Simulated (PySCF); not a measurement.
# SiNH4 (SMILES N[SiH2]) at 6 levels

Wanted: a comparison of 6 runs (U-r2SCAN/STO-6G, U-wB97X-V/STO-6G, UPBE0/STO-6G, USVWN5/STO-6G, UMP2/STO-6G, UCISD/STO-6G) of SiNH4. Input form: a Python script.

The calculation is run with PySCF 2.14.0.

4 further runs of the same task are left out: 4 set aside as unsound or not needed.

### Step 1. The system as given

The species is SiNH4 (6 atoms), meant as a doublet with charge 0. As SMILES, `N[SiH2]`. The N1–H4 distance was set to 2.217 Å, away from the relaxed value. At this shape a bond of the SMILES string is far longer than usual.

Bond lengths: N1–Si2 1.725 Å, N1–H3 1.008 Å, Si2–H5 1.493 Å, Si2–H6 1.493 Å. Angles: N1–Si2–H5 107.3°, N1–Si2–H6 107.3°, Si2–N1–H3 119.9°, H5–Si2–H6 110.5°.

### Step 2. The energy at U-r2SCAN/STO-6G (run 1)

input.py reads:

```python
from pyscf import gto, dft

system = gto.Mole()
system.atom = '''
N        0.467268      -0.283891      -0.899154
Si       0.836968       1.394909      -0.758454
H        1.094568      -0.896291      -1.396454
H       -0.503600      -1.346500       0.787600
H        1.186968       1.887409      -2.124154
H       -0.392032       2.078509      -0.255754
'''
system.max_memory = 1860
system.basis = 'sto-6g'
system.verbose = 3
system.spin = 1
system.build()

mf = dft.UKS(system)
mf.xc = 'r2scan'
mf.conv_tol = 1e-10
mf.grids.level = 5
mf.kernel()
if not mf.converged:
    mf = mf.newton().run(mf.mo_coeff, mf.mo_occ)

etot = mf.e_tot
print(f'total energy: {etot:.8f} hartree')
```

On the command line:

```bash
$ OMP_NUM_THREADS=1 python input.py
```

Standard output:

```text
WARN: HOMO -0.153354153400575 >= LUMO -0.153354153400576

converged SCF energy = -345.123091360422  <S^2> = 0.76581755  2S+1 = 2.0157555
total energy: -345.12309136 hartree
```

Wall time 13 s (1 thread of Arm Neoverse V1, shared host); peak memory 0.21 GiB.

### Step 3. The energy at U-wB97X-V/STO-6G (run 2)

job.py reads:

```python
from pyscf import gto, dft

molecule = gto.Mole()
molecule.atom = '''
N      0.467268    -0.283891    -0.899154
Si     0.836968     1.394909    -0.758454
H      1.094568    -0.896291    -1.396454
H     -0.503600    -1.346500     0.787600
H      1.186968     1.887409    -2.124154
H     -0.392032     2.078509    -0.255754
'''
molecule.verbose = 3
molecule.spin = 1
molecule.basis = 'sto-6g'
molecule.charge = 0
molecule.max_memory = 1860
molecule.build()

mf = dft.UKS(molecule, xc='wb97x-v')
mf.conv_tol = 1e-10
mf.nlcgrids.level = 1
mf.grids.level = 5
mf.kernel()
if not mf.converged:
    mf = mf.newton().run(mf.mo_coeff, mf.mo_occ)

energy = mf.e_tot
print('E = %.10f Eh' % energy)
```

On the command line:

```bash
$ OMP_NUM_THREADS=1 python job.py
```

Standard output:

```text
converged SCF energy = -345.085971154912  <S^2> = 0.75404763  2S+1 = 2.0040435
E = -345.0859711549 Eh
```

It took 46 s on 1 thread of Arm Neoverse V1, shared host; peak memory 0.2 GiB.

Runs 3 to 5 aren't shown in full; the table further down has their settings and results.

### Step 4. The energy at UCISD/STO-6G (run 6)

input.py reads:

```python
from pyscf import gto, ci

system = gto.M(
    atom='''
N    0.467268  -0.283891  -0.899154
Si   0.836968   1.394909  -0.758454
H    1.094568  -0.896291  -1.396454
H   -0.503600  -1.346500   0.787600
H    1.186968   1.887409  -2.124154
H   -0.392032   2.078509  -0.255754
''',
    spin=1,
    verbose=3,
    basis='sto-6g',
    max_memory=1860,
)

mf = system.UHF()
mf.conv_tol = 1e-10
mf.kernel()
if not mf.converged:
    mf = mf.newton().run(mf.mo_coeff, mf.mo_occ)

cisd = ci.CISD(mf, frozen=6)
cisd.kernel()
etot = cisd.e_tot
print('E = %.10f Eh' % etot)
```

On the command line:

```bash
$ OMP_NUM_THREADS=1 python input.py
```

Standard output:

```text
converged SCF energy = -344.231349268648  <S^2> = 0.75126222  2S+1 = 2.0012618
E(UCISD) = -344.3879411467909  E_corr = -0.1565918781425608
E = -344.3879411468 Eh
```

Run time: 1.4 s. Hardware: 1 thread of Arm Neoverse V1, shared host; peak memory 0.12 GiB.

### Step 5. All runs side by side

| run | level | nlc grid | integration grid | energy (Eh) | dipole moment (D) of the reference | HOMO energy (eV) | LUMO energy (eV) | wall time |
| --- | --- | --- | --- | --- | --- | --- | --- | --- |
| 1 | U-r2SCAN/STO-6G | – | 5 | -345.123091 | 2.68 | -1.85 | -0.63 | 13 s |
| 2 | U-wB97X-V/STO-6G | 1 | 5 | -345.085971 | 2.52 | -5.53 | 2.73 | 46 s |
| 3 | UPBE0/STO-6G | – | 5 | -344.970975 | 2.50 | -3.07 | 0.41 | 8.4 s |
| 4 | USVWN5/STO-6G | – | 5 | -343.454454 | 2.55 | -1.07 | -0.50 | 5.4 s |
| 5 | UMP2/STO-6G | – | – | -344.362479 | 2.29 | -6.68 | 4.64 | 1.3 s |
| 6 | UCISD/STO-6G | – | – | -344.387941 | 2.29 | -6.68 | 4.64 | 1.4 s |

### Step 6. What came out

| quantity | value |
| --- | --- |
| run 6: total energy | -344.38794 Eh |
| run 6: dipole moment (Hartree–Fock density) | 2.29 D |
| run 6: HOMO energy (Hartree–Fock orbitals) (highest over α and β) | -6.68 eV |
| run 6: LUMO energy (Hartree–Fock orbitals) (lowest over α and β) | 4.64 eV |
| run 6: correlation energy (6 core orbitals frozen) | -156.6 mEh |
| run 6: ⟨S²⟩ of the reference determinant | 0.751 |

In words: Over runs 1, 2, 3, 4 the dipole moment (its size) runs from 2.50 D (UPBE0/STO-6G) to 2.68 D (U-r2SCAN/STO-6G). Totals of different functionals can't be ranked against each other. In runs 1, 2, 3, 4, 5, 6 the basis is minimal, so the values are rough. All runs together took 76 s, the longest 46 s.
